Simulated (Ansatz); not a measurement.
Correlation energies of H₂O₂Si (`O[Si]O`) by basis set

Cartesian coordinates in Å:
```
O 0.476 -1.161 -0.784
Si 0.963 0.029 0.236
O -0.497 0.783 0.490
H -0.459 -1.194 -1.016
H -0.484 1.543 1.076
```

Total charge 0; spin multiplicity 1. All single points use the PBE0-D4/def2-TZVP geometry. It is one conformer, not always the lowest. Frozen core, restricted reference, the Gaussian-basis code of Ansatz. CBS rows extrapolate triple and quadruple zeta.

| basis | HF (Eh) | MP2 corr. |
| --- | --- | --- |
| def2-SVP | -439.66738 | -0.45549 |
| def2-TZVPP | -439.97511 | -0.58399 |
| def2-QZVPP | -439.99182 | -0.63204 |

Q: Estimate the CCSD correlation energy and the (T) correction in each basis where they were run (hartree).

A: 
```tsv
basis	CCSD corr.	(T)
def2-SVP	-0.47522	-0.01099
def2-TZVPP	-0.59723	-0.02226
def2-QZVPP	-0.63874	-0.02572
CBS(def2)	-0.66948	-0.02829
```
